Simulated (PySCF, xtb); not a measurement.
formic acid (CH2O2), SMILES C(O)=O.

GFN2-xTB run with xtb at its own geometry gives an orbital gap of 5.15 eV and a dipole moment of 1.93 D.

Geometry optimised at PBE0-D3(BJ)/def2-TZVP. Other conformers were not sampled.

**Question.** What does r2SCAN/def2-TZVPD (PySCF) give? (An estimate is asked for; the answer gives what the named calculation found.)

**Answer.** gap 6.12 eV (levels -7.25 and -1.13 eV), dipole 1.57 D.
